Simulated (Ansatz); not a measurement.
CsCl-type TlBr was calculated with LDA (Ansatz, a program for electronic structure, plane waves, PAW).

Run with plane-wave cutoff 520 eV, 8×8×8 k mesh, Fermi–Dirac smearing 0.01 eV, scalar-relativistic PAW data made under PBE.

Response to compression and expansion:

```tsv
V (Å³/atom)	P (GPa)	direct gap at Γ (eV)	smallest gap on the k mesh (eV)
26.606	2.43	8.471	1.150
27.172	1.52	8.432	1.238
27.738	0.71	8.394	1.303
28.304	0.00	8.358	1.365
28.870	-0.64	8.322	1.425
29.436	-1.19	8.287	1.482
30.002	-1.69	8.253	1.536
```

The fundamental gap (1.36 eV at the equilibrium volume, with added k points) lies elsewhere than Γ–Γ.

Measured, for comparison: band gap 2.68 eV (temperature not stated, no zero-point or thermal correction, detector crystals, literature values; as tabulated in Piasecki et al. (2022), doi:10.1039/d1ma01259b).

Spin–orbit coupling is not included; with these elements it can move the gap by several tenths of an eV or more.
